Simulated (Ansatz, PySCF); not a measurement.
This singlet lies 0.28 eV above the relaxed triplet at the level B3LYP/cc-pVTZ // PBE0-D3(BJ)/def2-TZVP (Ansatz, an electronic-structure program); other levels give the other order.

Cartesian coordinates (Å):
SMILES: [CH]C=O
```xyz
5

C      0.8502     0.0201     0.2716
C     -0.4699    -0.2062     0.1177
O     -0.6923     1.0312     0.0129
H      1.5144     0.1672    -0.5755
H     -1.2024    -1.0123     0.1733
```
Charge 0, spin multiplicity 1.

### Question
What LUMO, HOMO and HOMO–LUMO gap does PBE0-D3(BJ)/def2-TZVP run with PySCF 2.14.0 give?

### Answer

```
Item              Value
-------------  --------
LUMO           -1.86 eV
HOMO           -6.93 eV
HOMO–LUMO gap   5.08 eV
```
